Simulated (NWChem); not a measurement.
All runs are NWChem calculations. System: hydrogen fluoride (HF), charge 0, spin multiplicity 1, at a geometry optimised with B3LYP/def2-SVP. Level: B3LYP/6-31G* (spherical d), VWN1-RPA local correlation.

Job file:

```
start mol
memory heap 200 mb stack 900 mb global 1100 mb
geometry units angstroms nocenter noautoz
  F      0.000000     0.000000     0.092475
  H      0.000000     0.000000    -0.832277
  symmetry group C2v
end
basis spherical
  * library 6-31g*
end
dft
  xc b3lyp
  semidirect memsize 60000000 filesize 0
  iterations 100
end
property
  dipole
  response 1 0.0
end
task dft property
```

NWChem printed:

```
             Northwest Computational Chemistry Package (NWChem) 7.3.0
             --------------------------------------------------------

                                NWChem Input Module
                                -------------------

 Scaling coordinates for geometry "geometry" by  1.889725989
 (inverse scale =  0.529177249)

 Turning off AUTOSYM since
 SYMMETRY directive was detected!

                             Geometry "geometry" -> ""
                             -------------------------

 Output coordinates in angstroms (scale by  1.889725989 to convert to a.u.)

  No.       Tag          Charge          X              Y              Z
 ---- ---------------- ---------- -------------- -------------- --------------
    1 F                    9.0000     0.00000000     0.00000000     0.09247500
    2 H                    1.0000     0.00000000     0.00000000    -0.83227700

 Effective nuclear repulsion energy (a.u.)       5.1501324041

            Nuclear Dipole moment (a.u.)
            ----------------------------
        X                 Y               Z
 ---------------- ---------------- ----------------
     0.0000000000     0.0000000000    -0.0000037795

      Symmetry information
      --------------------

 Group name             C2v
 Group number             16
 Group order               4
 No. of unique centers     2

      Symmetry unique atoms

     1    2


 Summary of "ao basis" -> "" (spherical)
 ------------------------------------------------------------------------------
       Tag                 Description            Shells   Functions and Types
 ---------------- ------------------------------  ------  ---------------------
 *                           6-31g*                   on all atoms

                              NWChem Property Module
                              ----------------------

                                 NWChem DFT Module
                                 -----------------

 Summary of "ao basis" -> "ao basis" (spherical)
 ------------------------------------------------------------------------------
       Tag                 Description            Shells   Functions and Types
 ---------------- ------------------------------  ------  ---------------------
 F                           6-31g*                  6       14   3s2p1d
 H                           6-31g*                  2        2   2s

 Summary of "ao basis" -> "ao basis" (spherical)
 ------------------------------------------------------------------------------
       Tag                 Description            Shells   Functions and Types
 ---------------- ------------------------------  ------  ---------------------
 F                           6-31g*                  6       14   3s2p1d
 H                           6-31g*                  2        2   2s

            General Information
            -------------------
          SCF calculation type: DFT
          Wavefunction type:  closed shell.
          No. of atoms     :     2
          No. of electrons :    10
           Alpha electrons :     5
            Beta electrons :     5
          Charge           :     0
          Spin multiplicity:     1
          Use of symmetry is: off; symmetry adaption is: off
          Maximum number of iterations: 100
          AO basis - number of functions:    16
                     number of shells:     8
          Convergence on energy requested:  1.00D-06
          Convergence on density requested:  1.00D-05
          Convergence on gradient requested:  5.00D-04
[...]
   Bfn.  Coefficient  Atom+Function         Bfn.  Coefficient  Atom+Function
  ----- ------------  ---------------      ----- ------------  ---------------
    16      1.279379  2 H  s                  6     -0.685104  1 F  s
     9      0.436341  1 F  pz                 5      0.319800  1 F  pz
    15      0.172032  2 H  s                  2     -0.114459  1 F  s
     1      0.067402  1 F  s

 Vector    7  Occ=0.000000D+00  E= 8.166040D-01
              MO Center=  1.6D-11, -1.7D-12, -6.6D-01, r^2= 9.2D-01
   Bfn.  Coefficient  Atom+Function         Bfn.  Coefficient  Atom+Function
  ----- ------------  ---------------      ----- ------------  ---------------
    15      1.195076  2 H  s                 16     -0.885541  2 H  s
     5      0.431308  1 F  pz                12      0.171025  1 F  d  0
     9      0.107405  1 F  pz                 2     -0.098216  1 F  s
     6      0.080460  1 F  s                  1      0.025294  1 F  s

 Vector    8  Occ=0.000000D+00  E= 1.179415D+00
              MO Center= -1.9D-12,  2.2D-12,  7.3D-02, r^2= 8.6D-01
   Bfn.  Coefficient  Atom+Function         Bfn.  Coefficient  Atom+Function
  ----- ------------  ---------------      ----- ------------  ---------------
     8      0.785917  1 F  py                 4     -0.711015  1 F  py
     7     -0.687718  1 F  px                 3      0.622174  1 F  px
    11     -0.037337  1 F  d -1              13     -0.032672  1 F  d  1

 center of mass
 --------------
 x =   0.00000000 y =   0.00000000 z =   0.08671970

 moments of inertia (a.u.)
 ------------------
           2.922706703949           0.000000000000           0.000000000000
           0.000000000000           2.922706703949           0.000000000000
           0.000000000000           0.000000000000           0.000000000000

     Multipole analysis of the density
     ---------------------------------

     L   x y z        total         alpha         beta         nuclear
     -   - - -        -----         -----         ----         -------
     0   0 0 0     -0.000000     -5.000000     -5.000000     10.000000

     1   1 0 0     -0.000000     -0.000000     -0.000000      0.000000
     1   0 1 0      0.000000      0.000000      0.000000      0.000000
     1   0 0 1     -0.728622     -0.364309     -0.364309     -0.000004

     2   2 0 0     -4.008749     -2.004374     -2.004374      0.000000
     2   1 1 0     -0.000000     -0.000000     -0.000000      0.000000
     2   1 0 1      0.000000      0.000000      0.000000      0.000000
     2   0 2 0     -4.008749     -2.004374     -2.004374      0.000000
     2   0 1 1     -0.000000     -0.000000     -0.000000      0.000000
     2   0 0 2     -2.527372     -2.637920     -2.637920      2.748468

 *** CALLING NEW AORESP DRIVER FOR CLOSED AND OPEN SHELLS ***
 Entering AOResponse driver routine

--------------------------------------------------------------------------------

          ****************
          *** RESPONSE ***
          ****************

 Response module for NWChem and dynamic CPKS solver

          -----------------------------------------------
          Solving response equations for perturbing field
          -----------------------------------------------

 number of frequencies:     1
 frequency in a.u.:  0.0000000E+00
 Perturbing field: electric
 Using El. Dipole Length Gauge

 Setting up CPKS with frequency omega =      0.00000000 a.u.

 STATIC response

                                NWChem CPHF Module
                                ------------------

  scftype          =     RHF
  nclosed          =        5
  nopen            =        0
  variables        =       55
  # of vectors     =        3
  tolerance        = 0.10D-03
  level shift      = 0.00D+00
  max iterations   =       50
  max subspace     =       30

  int2e_file: Failed to allocate cache ... halving
 SCF residual:    5.4647496242709317E-007

Iterative solution of linear equations
  No. of variables       55
  No. of equations        3
  Maximum subspace       30
        Iterations       50
       Convergence  1.0D-04

   iter   nsub   residual    time
   ----  ------  --------  ---------
     1      3    1.59D+00       0.3
     2      6    1.07D+00       0.4
     3      9    7.49D-02       0.4
     4     12    2.60D-03       0.5
     5     15    9.32D-05       0.5

 Electric Dipole Response Matrix (nonzero elements):

              1        2        3
    1    1.8660  -0.0000  -0.0000
    2   -0.0000   1.8660   0.0000
    3   -0.0000   0.0000   4.4716

 ------------------------------------------
 average:         2.73453 + I       0.00000

 DFT Linear Response polarizability / au
 Frequency  =       0.0000000 / au
 Wavelength = -999999.0000000 / nm
              X              Y              Z
 -----------------------------------------------
 X       1.8660118     -0.0000000     -0.0000000
 Y      -0.0000000      1.8660118      0.0000000
 Z      -0.0000000      0.0000000      4.4715766
 -----------------------------------------------
 Eigenvalues =       1.8660118      1.8660118      4.4715766
 Isotropic   =       2.7345334
 Anisotropic =       2.6055648
 -----------------------------------------------

 Magnetic Dipole Response Matrix (nonzero elements):
 Optical rotation tensor Beta

 *** static G'=0. Use GPRIME input with finite omega
 *** or better ORBETA without GPRIME for small or zero freq.

 zero matrix

 ------------------------------------------
 average:         0.00000 + I       0.00000

 Exiting AOResponse driver routine

          -------------
          Dipole Moment
          -------------

 Center of charge (in au) is the expansion point
         X =       0.0000000 Y =       0.0000000 Z =      -0.0000004

   Dipole moment        0.7286221512 A.U.
             DMX       -0.0000000000 DMXEFC        0.0000000000
             DMY        0.0000000000 DMYEFC        0.0000000000
             DMZ       -0.7286221512 DMZEFC        0.0000000000
   -EFC- dipole         0.0000000000 A.U.
   Total dipole         0.7286221512 A.U.

   Dipole moment        1.8519867775 Debye(s)
             DMX       -0.0000000001 DMXEFC        0.0000000000
             DMY        0.0000000001 DMYEFC        0.0000000000
             DMZ       -1.8519867775 DMZEFC        0.0000000000
   -EFC- dipole         0.0000000000 DEBYE(S)
   Total dipole         1.8519867775 DEBYE(S)

 1 a.u. = 2.541766 Debyes

 Task  times  cpu:        0.5s     wall:        0.5s

 Total times  cpu:        0.5s     wall:        0.5s
```
